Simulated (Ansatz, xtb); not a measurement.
Molecule: COS, charge 1, multiplicity 2. 
Geometry from a B3LYP-D3(BJ)/def2-TZVP (Ansatz, a quantum-chemistry and plane-wave program) optimisation:
```
C
O 1 1.1293
S 1 1.6297 2 180.00
```
Charge +1, spin multiplicity 2.

Harmonic wavenumbers from GFN2-xTB (xtb, at its own minimum), cm⁻¹: 404, 404, 812, 2160.

**Question.** Give the harmonic wavenumbers at B3LYP-D3(BJ)/def2-TZVP (Ansatz, finite differences of forces, unscaled).

**Answer.** 410, 469, 724, 2134 cm⁻¹. Zero-point energy 5.3 kcal/mol.

**Question.** From these and the geometry, give the ideal-gas thermochemistry at 298.15 K and 1 atm (rigid rotor, harmonic oscillator).

**Answer.** Point group C∞v, rotational symmetry number 1. Rotational constants 5.869, 5.869 GHz. S(trans) 38.20, S(rot) 15.83, S(vib) 1.95, S(elec, spin only) 1.38, S 57.3 cal/(mol K). H(298) - H(0) 2.48 kcal/mol; G - E(el) -9.3 kcal/mol.
